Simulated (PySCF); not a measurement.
Start geometry of `FP(F)F` from GFN2-xTB (Å):
```
atom  x, y, z in Å
F1    -0.8161   -1.0803   -0.2162
P2    -0.0035   -0.0036    0.6347
F3     1.3165   -0.1999   -0.2280
F4    -0.4589    1.2585   -0.2235
```

Q: What comes out of this run: PBE0-D3(BJ)/def2-SVP geometry optimisation, gas phase (PySCF 2.14.0)?

A: 
```
atom  x, y, z in Å
F1    -0.827   -1.065   -0.378
P2     0.018   -0.107    0.579
F3     1.379   -0.138   -0.253
F4    -0.532    1.282    0.017
```

The energy falls by 0.085 eV over 5 energy and gradient evaluations, the largest force component goes from 0.0227 to 2.1e-04 Eh/bohr, and the atoms move by 0.051 Å rms after alignment. The bond that changes most is P2–F3 (three-coordinate phosphorus to phosphorus-bound fluorine), which lengthens by 0.007 Å. Bonds longer at the end by more than 0.005 Å: 1 of 3; shorter: 0. Among the angles that change most is F3–P2–F4, from 92.5° to 97.3°. Rotational constants go from 7877, 7440, 4925 to 7523, 7506, 4631 MHz. The orientation of the end geometry is arbitrary; only internal coordinates are fixed.

The run used 60 basis functions and 33 SCF cycles in all.

PBE0-D3(BJ)/def2-SVP frequencies: not computed here.
